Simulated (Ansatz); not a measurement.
SrMoO₄ (I4₁/a, No. 88) was calculated with PBEsol in Ansatz (plane waves, PAW).

Numerical settings: plane-wave cutoff 520 eV, 10×10×10 k mesh, Fermi–Dirac smearing 0.01 eV, no spin polarisation, scalar-relativistic PAW data made under PBE.

Cell (relaxed at this level):

```yaml
crystal:
  lattice:
    - [-2.69089, 2.69089, 5.95167]
    - [2.69089, -2.69089, 5.95167]
    - [2.69089, 2.69089, -5.95167]
  atoms:
    - { symbol: Sr, position: [0.00000, 0.00000, 0.00000] }
    - { symbol: Sr, position: [0.75000, 0.25000, 0.50000] }
    - { symbol: Mo, position: [0.50000, 0.50000, 0.00000] }
    - { symbol: Mo, position: [0.25000, 0.75000, 0.50000] }
    - { symbol: O, position: [0.02816, 0.43065, 0.12320] }
    - { symbol: O, position: [0.18065, 0.55745, 0.90249] }
    - { symbol: O, position: [0.30745, 0.90496, 0.87680] }
    - { symbol: O, position: [0.65496, 0.27816, 0.09751] }
    - { symbol: O, position: [0.72184, 0.81935, 0.37680] }
    - { symbol: O, position: [0.56935, 0.69255, 0.59751] }
    - { symbol: O, position: [0.44255, 0.34504, 0.62320] }
    - { symbol: O, position: [0.09504, 0.97184, 0.40249] }
```

Problem. Predict the band gap.

Solution. 
- band gap: 3.72 eV (on the SCF k mesh)

Spin–orbit coupling is not included.

Computed values are for the static lattice.

Ansatz is a quantum-chemistry and plane-wave program.
